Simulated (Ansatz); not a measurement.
bcc V was calculated with r²SCAN+rVV10 in Ansatz (plane waves, PAW).

Settings: plane-wave cutoff 500 eV, 34×34×34 k mesh, Fermi–Dirac smearing 0.1 eV, no spin polarisation, scalar-relativistic PAW data made under PBE.

Computed at the level's own relaxed cell.

### Question
Predict the volume per atom and lattice parameter a.

### Answer

- volume per atom = 13.19 Å³/atom
- lattice parameter a = 2.976 Å

Measured, for comparison: equilibrium volume per atom 13.79 Å³/atom, lattice constant a 3.021 Å (static lattice: zero-point anharmonic expansion removed; as tabulated in Mejia-Rodriguez and Trickey (2018), arXiv:1807.09216). Computed (rounded) less measured: equilibrium volume per atom -4.4 %, lattice constant a -1.5 %.

Computed values are for the static lattice.

Cost on a shared machine: roughly 2.3 core-minutes.

Ansatz is a program for electronic structure.
